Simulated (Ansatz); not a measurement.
Geometry optimisation, Ansatz, UKS revPBE-D4/def2-SVP.

Input:

```yaml
crystal:
  periodic: [false, false, false]
  atoms:
    - { symbol: B, position_ang: [-0.059165, 0.235492, -0.320055] }
    - { symbol: F, position_ang: [0.102664, 0.717765, 2.141013] }
    - { symbol: H, position_ang: [1.082821, -0.163734, -0.413682] }
    - { symbol: H, position_ang: [-1.073196, -0.408689, -0.129999] }
    - { symbol: O, position_ang: [0.18717, -0.442806, 2.826971] }
    - { symbol: H, position_ang: [-0.754694, -0.739129, 2.812851] }
magnetization:
  spin_polarized: true
  initial_magnetization: 1
basis:
  gaussian: { orbitals: def2-SVP }
hamiltonian:
  xc: revpbe
  dispersion: d4
relax:
  f_tol: 0.03
  max_steps: 50
```

Run as:

```bash
$ ansatz run input.yaml --threads 1 --pin off --max-ram 2048MiB --backend cpu --events-out ev --progress --plain --runs-dir out
```

**Question.** Where does it end, and by what steps?

**Answer.** The forces met the threshold. After 21 steps the energy has fallen by 7.447 eV; B1 moved furthest, 1.27 Å. Parted: F2–O5 (1.35 → 2.39 Å). Joined: B1–F2 (2.51 → 1.37 Å), B1–O5 (3.23 → 1.39 Å).

```json
{"step": "0", "energy less start (eV)": "0.0000", "largest force component (eV/Å)": "3.122", "accepted": "yes"}
{"step": "1", "energy less start (eV)": "-0.2220", "largest force component (eV/Å)": "1.604", "accepted": "yes"}
{"step": "2", "energy less start (eV)": "-0.6908", "largest force component (eV/Å)": "3.142", "accepted": "yes"}
{"step": "3", "energy less start (eV)": "-2.5302", "largest force component (eV/Å)": "6.544", "accepted": "yes"}
{"step": "4", "energy less start (eV)": "-4.2611", "largest force component (eV/Å)": "2.606", "accepted": "yes"}
{"step": "5", "energy less start (eV)": "-4.6832", "largest force component (eV/Å)": "2.030", "accepted": "yes"}
{"step": "6", "energy less start (eV)": "-4.9723", "largest force component (eV/Å)": "0.713", "accepted": "yes"}
{"step": "7", "energy less start (eV)": "-5.0723", "largest force component (eV/Å)": "0.488", "accepted": "yes"}
{"step": "8", "energy less start (eV)": "-5.1171", "largest force component (eV/Å)": "0.400", "accepted": "yes"}
{"step": "9", "energy less start (eV)": "-5.1568", "largest force component (eV/Å)": "1.537", "accepted": "yes"}
{"step": "10", "energy less start (eV)": "-5.3662", "largest force component (eV/Å)": "1.626", "accepted": "yes"}
{"step": "11", "energy less start (eV)": "-5.8336", "largest force component (eV/Å)": "1.978", "accepted": "yes"}
{"step": "12", "energy less start (eV)": "-6.6840", "largest force component (eV/Å)": "2.302", "accepted": "yes"}
{"step": "13", "energy less start (eV)": "-6.4703", "largest force component (eV/Å)": "7.908", "accepted": "no"}
{"step": "14", "energy less start (eV)": "-7.0508", "largest force component (eV/Å)": "1.172", "accepted": "yes"}
{"step": "15", "energy less start (eV)": "-7.2069", "largest force component (eV/Å)": "0.649", "accepted": "yes"}
{"step": "16", "energy less start (eV)": "-7.3205", "largest force component (eV/Å)": "0.525", "accepted": "yes"}
{"step": "17", "energy less start (eV)": "-7.4004", "largest force component (eV/Å)": "0.625", "accepted": "yes"}
{"step": "18", "energy less start (eV)": "-7.4389", "largest force component (eV/Å)": "0.528", "accepted": "yes"}
{"step": "19", "energy less start (eV)": "-7.4459", "largest force component (eV/Å)": "0.141", "accepted": "yes"}
{"step": "20", "energy less start (eV)": "-7.4469", "largest force component (eV/Å)": "0.057", "accepted": "yes"}
{"step": "21", "energy less start (eV)": "-7.4471", "largest force component (eV/Å)": "0.006", "accepted": "yes"}
```

```xyz
6
Properties=species:S:1:pos:R:3
B -0.065 -0.015 0.930
F -0.161 1.335 1.130
H 0.867 -0.373 0.094
H -0.729 -0.459 -0.099
O -0.150 -0.889 2.013
H -0.277 -0.400 2.849
```

Whether the end is a true minimum wasn't checked by a vibrational analysis.

The run took 22 s on 1 thread of Intel(R) Xeon(R) 6975P-C (Granite Rapids), with other jobs on the host, peak memory 0.15 GiB.
